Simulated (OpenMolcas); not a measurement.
# A workflow on AlNH3S (SMILES [NH2][Al][SH])

Wanted: the energy (UHF/ANO-R0), then the excited states (CASSCF(5,4)/ANO-R2), then the vertical excitations (CASSCF(5,4)/ANO-R2), then the excited states (MC-PDFT[ftLSDA](5,4)/ANO-R2), then the excited states (CASPT2(5,4)/ANO-R2) of AlNH3S. 

The calculation is run with OpenMolcas 26.06.

## 1. Starting point

The species is AlNH3S (6 atoms), meant as a doublet with charge 0. As SMILES, `[NH2][Al][SH]`. Geometry: relaxed at PBE0-D4/def2-TZVP. This is one conformer, not always the lowest.

Bond lengths: N1–Al2 1.770 Å, Al2–S3 2.208 Å, N1–H4 1.009 Å, N1–H5 1.007 Å, S3–H6 1.343 Å. Angles: N1–Al2–S3 115.8°, Al2–N1–H4 125.1°, Al2–N1–H5 124.5°, Al2–S3–H6 93.4°, H4–N1–H5 110.4°.

## 2. The energy at UHF/ANO-R0 (sfX2C) (run 1)

input.xyz reads:

```xyz
6

N     -0.909500     0.196700    -0.977100
Al     0.142900    -0.793800     0.045400
S      1.372100     0.308200     1.511800
H     -0.980700     1.201900    -0.933300
H     -1.523300    -0.168400    -1.686700
H      1.940700    -0.808600     1.993700
```

step1.input reads:

```
* AlH3NS Hartree-Fock

&GATEWAY
  Coord=input.xyz
  Basis=ANO-R0
  Group=NoSym

&SEWARD

&SCF
  UHF
  Spin=2
  PrOrbitals=1 1
```

Run with:

```
$ export MOLCAS_MEM=1860
$ pymolcas step1.input > step1.log
```

What it wrote:

```text
--- Start Module: gateway ---
[...]
--- Stop Module: gateway /rc=_RC_ALL_IS_WELL_ ---
--- Start Module: seward ---
[...]
      Basis functions           26
--- Stop Module: seward /rc=_RC_ALL_IS_WELL_ ---
[...]
--- Start Module: scf ---
[...]
       Convergence after  15 Iterations
[...]
::    Total SCF energy                               -696.8473291200
[...]
      Total spin, S                                     0.5020556596
[...]
      Total electronic charge=   39.000000
      Total            charge=   -0.000000
[...]
      Dipole Moment (debye):
      Origin of the operator (angstrom)=    0.4530   -0.1130    0.4639
                   X= -1.3996E+00               Y= -1.0663E+00               Z= -1.6468E+00           Total=  2.4099E+00
      Quadrupole Moment (debye*angstrom):
[...]
--- Stop Module: scf /rc=_RC_ALL_IS_WELL_ ---
[...]
```

Run time: 2.8 s. Hardware: 1 thread of Arm Neoverse V1, shared host; peak memory 0.38 GiB.

## 3. The vertical excitations at CASSCF(5,4)/ANO-R2 (sfX2C, RICD fitting, 3 states averaged) (run 2)

input.xyz is that of step 2.

step2.inp reads:

```
* AlH3NS CASSCF

&GATEWAY
 COORD
 input.xyz
 BASIS
 ANO-R0
 GROUP
 NoSym

&SEWARD

&RASSCF
 FILEORB
 $CurrDir/step1.UnaOrb
 ALTER
 2
 1 13 19
 1 21 22
 SPIN
 2
 NACTEL
 5 0 0
 INACTIVE
 17
 RAS2
 4
 CIROOT
 3 3 1
 ORBLISTING
 Nothing
>>> COPY $Project.RunFile RUNFIL1
>>> COPY $Project.RasOrb INPORB

&GATEWAY
 COORD
 input.xyz
 BASIS
 ANO-R2
 GROUP
 NoSym
 RICD

&SEWARD
>>> COPY $Project.RunFile RUNFIL2

&EXPBAS

&RASSCF
 FILEORB
 $Project.ExpOrb
 SPIN
 2
 NACTEL
 5 0 0
 INACTIVE
 17
 RAS2
 4
 CIROOT
 3 3 1
 ORBLISTING
 NoCore
 ORBAPPEAR
 Compact
```

Run with:

```
$ export MOLCAS_MEM=1860
$ pymolcas step2.inp > step2.log
```

What it wrote:

```text
--- Start Module: gateway ---
[...]
      Basis functions           26
[...]
      Number of active orbitals                  4
[...]
      Spin quantum number                      0.5
[...]
      Active orbitals                            4
[...]
      Number of CSFs                            20
[...]
      Number of root(s) required                 3
[...]
      Convergence after 48 iterations
[...]
      printout of CI-coefficients larger than  0.05 for root  1
      energy=    -696.838938
      conf/sym  1111     Coeff  Weight
             1  22u0  -0.98520 0.97063
             4  2udu   0.08809 0.00776
             5  2uud  -0.07275 0.00529
            13  ud2u   0.06649 0.00442
            17  uu2d   0.06940 0.00482
[...]
      Natural orbitals and occupation numbers for root  1
      sym 1:   1.988694   1.983607   1.006509   0.021189
      Natural orbitals and occupation numbers for root  2
      sym 1:   1.957063   1.399939   1.195341   0.447657
      Natural orbitals and occupation numbers for root  3
      sym 1:   1.940900   1.598686   0.860732   0.599681
      ************************************************************************************************************************
      *                                                    Final results                                                     *
[...]
::    RASSCF root number  1 Total energy:   -696.83893786
::    RASSCF root number  2 Total energy:   -696.71926340
::    RASSCF root number  3 Total energy:   -696.71050929
[...]
      Basis functions          156
[...]
      Convergence after 17 iterations
[...]
      Natural orbitals and occupation numbers for root  1
      sym 1:   1.991097   1.990034   1.000673   0.018196
      Natural orbitals and occupation numbers for root  2
      sym 1:   1.964769   1.491562   0.984462   0.559207
      Natural orbitals and occupation numbers for root  3
      sym 1:   1.958760   1.526014   0.973484   0.541742
      ************************************************************************************************************************
      *                                                    Final results                                                     *
[...]
::    RASSCF root number  1 Total energy:   -697.29661047
::    RASSCF root number  2 Total energy:   -697.18205771
::    RASSCF root number  3 Total energy:   -697.16696480
[...]
      Dipole Moment (debye):
      Origin of the operator (angstrom)=    0.4530   -0.1130    0.4639
                   X=  1.0089E+00               Y=  1.5110E+00               Z=  1.2767E+00           Total=  2.2205E+00
      Quadrupole Moment (debye*angstrom):
[...]
```

It took 40 s on 1 thread of Arm Neoverse V1, shared host; peak memory 0.38 GiB.

The roots found:

```tsv
excited state	energy (eV)
1	3.117
2	3.528
```

## 4. The excited states at CASSCF(5,4)/ANO-R2 (sfX2C, RICD fitting, 3 states averaged) (run 3)

input.xyz is that of step 3.

step3.inp reads:

```
&GATEWAY
Coord
input.xyz
Basis
ANO-R2
Group
NoSym
RICD
&SEWARD
&RASSCF
FileOrb
$CurrDir/step2.RasOrb
Spin
2
Nactel
5 0 0
Inactive
17
Ras2
4
CIRoot
3 3 1
OrbListing
NoCore
OrbAppear
Compact
&RASSI
NrOfJobIphs
1 all
```

Run with:

```
$ export MOLCAS_MEM=1860
$ pymolcas step3.inp > step3.log
```

What it wrote:

```text
--- Start Module: gateway ---
[...]
--- Stop Module: gateway /rc=_RC_ALL_IS_WELL_ ---
[...]
      Basis functions          156
[...]
--- Start Module: rasscf ---
[...]
      Number of active orbitals                  4
[...]
      Spin quantum number                      0.5
[...]
      Active orbitals                            4
[...]
      Number of CSFs                            20
[...]
      Number of root(s) required                 3
[...]
      Convergence after  4 iterations
[...]
      printout of CI-coefficients larger than  0.05 for root  1
      energy=    -697.296610
      conf/sym  1111     Coeff  Weight
             1  22u0  -0.98986 0.97982
             4  2udu   0.08511 0.00724
            10  u202  -0.05763 0.00332
            13  ud2u   0.05065 0.00257
[...]
      Natural orbitals and occupation numbers for root  1
      sym 1:   1.991097   1.990034   1.000673   0.018196
      Natural orbitals and occupation numbers for root  2
      sym 1:   1.964770   1.491555   0.984475   0.559200
      Natural orbitals and occupation numbers for root  3
      sym 1:   1.958760   1.526021   0.973469   0.541750
      ************************************************************************************************************************
      *                                                    Final results                                                     *
[...]
::    RASSCF root number  1 Total energy:   -697.29661038
::    RASSCF root number  2 Total energy:   -697.18205776
::    RASSCF root number  3 Total energy:   -697.16696484
[...]
      Total electronic charge=   39.000000
      Total            charge=   -0.000000
[...]
      Dipole Moment (debye):
      Origin of the operator (angstrom)=    0.4530   -0.1130    0.4639
                   X=  1.0088E+00               Y=  1.5109E+00               Z=  1.2766E+00           Total=  2.2205E+00
      Quadrupole Moment (debye*angstrom):
[...]
--- Stop Module: rasscf /rc=_RC_ALL_IS_WELL_ ---
[...]
--- Start Module: rassi ---
[...]
::    RASSI State    1     Total energy:    -697.29661037785922
::    RASSI State    2     Total energy:    -697.18205776540276
::    RASSI State    3     Total energy:    -697.16696484095178
[...]
  SPIN-FREE ENERGIES:
  (Shifted by EMIN (a.u.) =       -697.2966103779)
 SF State       Relative EMIN(au)   Rel lowest level(eV)    D:o, cm**(-1)
     1             0.0000000000        0.0000000000              0.0000
     2             0.1145526125        3.1171353830          25141.3924
     3             0.1296455369        3.5278347799          28453.9064
[...]
--- Stop Module: rassi /rc=_RC_ALL_IS_WELL_ ---
[...]
```

Wall time 23 s (1 thread of Arm Neoverse V1, shared host); peak memory 0.16 GiB.

The roots found:

```tsv
excited state	energy (eV)	strength
1	3.117	0.0266
2	3.528	0.0737
```

## 5. The vertical excitations at MC-PDFT[ftLSDA](5,4)/ANO-R2 (sfX2C, RICD fitting, 3 states averaged) (run 4)

input.xyz is that of step 4.

step4.inp reads:

```
&gateway
coord
input.xyz
basis
ANO-R2
group
NoSym
ricd
&seward
&rasscf
fileorb
$CurrDir/step2.RasOrb
spin
2
nactel
5 0 0
inactive
17
ras2
4
ciroot
3 3 1
orblisting
NoCore
orbappear
Compact
&mcpdft
ksdft
FT:LSDA
```

Run with:

```
$ export MOLCAS_MEM=1860
$ pymolcas step4.inp > step4.log
```

What it wrote:

```text
--- Start Module: gateway ---
[...]
--- Stop Module: gateway /rc=_RC_ALL_IS_WELL_ ---
[...]
      Basis functions          156
[...]
--- Start Module: rasscf ---
[...]
      Number of active orbitals                  4
[...]
      Spin quantum number                      0.5
[...]
      Active orbitals                            4
[...]
      Number of CSFs                            20
[...]
      Number of root(s) required                 3
[...]
      Convergence after  4 iterations
[...]
      printout of CI-coefficients larger than  0.05 for root  1
      energy=    -697.296610
      conf/sym  1111     Coeff  Weight
             1  22u0  -0.98986 0.97982
             4  2udu   0.08511 0.00724
            10  u202  -0.05763 0.00332
            13  ud2u   0.05065 0.00257
[...]
      Natural orbitals and occupation numbers for root  1
      sym 1:   1.991097   1.990034   1.000673   0.018196
      Natural orbitals and occupation numbers for root  2
      sym 1:   1.964770   1.491555   0.984475   0.559200
      Natural orbitals and occupation numbers for root  3
      sym 1:   1.958760   1.526021   0.973469   0.541750
      ************************************************************************************************************************
      *                                                    Final results                                                     *
[...]
::    RASSCF root number  1 Total energy:   -697.29661038
::    RASSCF root number  2 Total energy:   -697.18205776
::    RASSCF root number  3 Total energy:   -697.16696484
[...]
      Total electronic charge=   39.000000
      Total            charge=   -0.000000
[...]
      Dipole Moment (debye):
      Origin of the operator (angstrom)=    0.4530   -0.1130    0.4639
                   X=  1.0088E+00               Y=  1.5109E+00               Z=  1.2766E+00           Total=  2.2205E+00
      Quadrupole Moment (debye*angstrom):
[...]
--- Stop Module: rasscf /rc=_RC_ALL_IS_WELL_ ---
[...]
--- Start Module: mcpdft ---
[...]
 ###    WARNING: Deprecation warning: KSDF should be replaced                ###
 ###    with FUNC keyword                                                    ###
 ###############################################################################
[...]
::    MCPDFT root number  1 Total energy:   -696.82933798
::    MCPDFT root number  2 Total energy:   -696.71629365
::    MCPDFT root number  3 Total energy:   -696.71117938
--- Stop Module: mcpdft /rc=_RC_ALL_IS_WELL_ ---
[...]
```

Wall time 28 s (1 thread of Arm Neoverse V1, shared host); peak memory 0.16 GiB.

The roots found:

```tsv
excited state	energy (eV)
1	3.076
2	3.215
```

## 6. The vertical excitations at CASPT2(5,4)/ANO-R2 (sfX2C, RICD fitting, ipea shift 0.25 Eh, pt2 variant XDW, 3 states averaged, weight exponent 100) (run 5)

input.xyz is that of step 5.

step5.input reads:

```
* AlH3NS CASPT2
>>> EXPORT MOLCAS_PRINT=2

&gateway
  coord=input.xyz
  basis=ANO-R2
  group=NoSym
  ricd

&seward

&rasscf
  fileorb=$CurrDir/step2.RasOrb
  spin=2
  nactel=5 0 0
  inactive=17
  ras2=4
  ciroot=3 3 1
  orblisting=NoCore
  orbappear=Compact

&caspt2
  xmultistate=all
  dwms=100
  dwtype=1
  imaginary=0.1

&rassi
  nrofjobiphs=1 all
  iphnames
  JOBMIX
  ejob
```

Run with:

```
$ export MOLCAS_MEM=1860
$ pymolcas step5.input > step5.log
```

What it wrote:

```text
--- Start Module: gateway ---
[...]
--- Stop Module: gateway /rc=_RC_ALL_IS_WELL_ ---
[...]
      Basis functions          156
[...]
      Number of active orbitals                  4
[...]
      Spin quantum number                      0.5
[...]
      Active orbitals                            4
[...]
      Number of CSFs                            20
[...]
      Number of root(s) required                 3
[...]
      Convergence after  4 iterations
[...]
      printout of CI-coefficients larger than  0.05 for root  1
      energy=    -697.296610
      conf/sym  1111     Coeff  Weight
             1  22u0  -0.98986 0.97982
             4  2udu   0.08511 0.00724
            10  u202  -0.05763 0.00332
            13  ud2u   0.05065 0.00257
[...]
      Natural orbitals and occupation numbers for root  1
      sym 1:   1.991097   1.990034   1.000673   0.018196
      Natural orbitals and occupation numbers for root  2
      sym 1:   1.964770   1.491555   0.984475   0.559200
      Natural orbitals and occupation numbers for root  3
      sym 1:   1.958760   1.526021   0.973469   0.541750
      ************************************************************************************************************************
      *                                                    Final results                                                     *
[...]
::    RASSCF root number  1 Total energy:   -697.29661038
::    RASSCF root number  2 Total energy:   -697.18205776
[...]
      Total electronic charge=   39.000000
      Total            charge=   -0.000000
[...]
      Dipole Moment (debye):
      Origin of the operator (angstrom)=    0.4530   -0.1130    0.4639
                   X=  1.0088E+00               Y=  1.5109E+00               Z=  1.2766E+00           Total=  2.2205E+00
      Quadrupole Moment (debye*angstrom):
[...]
--- Start Module: caspt2 ---
[...]
::    XDW-CASPT2 Root  3     Total energy:   -697.81721762
[...]
--- Stop Module: caspt2 /rc=_RC_ALL_IS_WELL_ ---
[...]
--- Start Module: rassi ---
[...]
::    RASSI State    1     Total energy:    -697.95252864722875
::    RASSI State    2     Total energy:    -697.82724110369077
::    RASSI State    3     Total energy:    -697.81721762456459
[...]
  SPIN-FREE ENERGIES:
  (Shifted by EMIN (a.u.) =       -697.9525286472)
 SF State       Relative EMIN(au)   Rel lowest level(eV)    D:o, cm**(-1)
     1             0.0000000000        0.0000000000              0.0000
     2             0.1252875435        3.4092477390          27497.4374
     3             0.1353110227        3.6820005011          29697.3368
[...]
--- Stop Module: rassi /rc=_RC_ALL_IS_WELL_ ---
[...]
```

Wall time 42 s (1 thread of Arm Neoverse V1, shared host); peak memory 0.36 GiB.

The roots found:

```tsv
excited state	energy (eV)	strength
1	3.409	0.0422
2	3.682	0.0628
```

## 7. What came out

| quantity | value |
| --- | --- |
| run 1, UHF/ANO-R0: total energy | -696.84733 Eh |
| run 1, UHF/ANO-R0: dipole moment | 2.41 D |
| run 1, UHF/ANO-R0: HOMO energy (highest over α and β) | -8.28 eV |
| run 1, UHF/ANO-R0: LUMO energy (lowest over α and β) | 1.00 eV |
| run 1, UHF/ANO-R0: ⟨S²⟩ | 0.754 |
| run 2, CASSCF(5,4)/ANO-R2: energy of the lowest of 3 roots | -697.29661 Eh |
| run 2, CASSCF(5,4)/ANO-R2: dipole moment (CASSCF density) | 2.61 D |
| run 2, CASSCF(5,4)/ANO-R2: lowest excitation energy within this active space | 3.12 eV |
| run 4, MC-PDFT[ftLSDA](5,4)/ANO-R2: energy of the lowest of 3 roots | -696.82934 Eh |
| run 4, MC-PDFT[ftLSDA](5,4)/ANO-R2: dipole moment (CASSCF density) | 2.61 D |
| run 4, MC-PDFT[ftLSDA](5,4)/ANO-R2: lowest excitation energy within this active space | 3.08 eV |
| run 5, CASPT2(5,4)/ANO-R2: energy of the lowest of 3 roots | -697.95253 Eh |
| run 5, CASPT2(5,4)/ANO-R2: dipole moment (CASSCF density) | 2.61 D |
| run 5, CASPT2(5,4)/ANO-R2: lowest excitation energy within this active space | 3.41 eV |

The orbitals (run 2, CASSCF(5,4)/ANO-R2) are averaged over several states, so each root lies above its own optimum (it can stand above Hartree-Fock), and forces and dipoles share that bias. The orbitals (run 3, CASSCF(5,4)/ANO-R2) are averaged over several states, so each root lies above its own optimum (it can stand above Hartree-Fock), and forces and dipoles share that bias. The brightest of the 2 transitions from the ground state lies at 3.53 eV (351 nm, f = 0.074); the lowest, at 3.12 eV, has f = 0.027. The orbitals (run 5, CASPT2(5,4)/ANO-R2) are averaged over several states, so each root lies above its own optimum (it can stand above Hartree-Fock), and forces and dipoles share that bias. The brightest of the 2 transitions from the ground state lies at 3.68 eV (337 nm, f = 0.063); the lowest, at 3.41 eV, has f = 0.042.
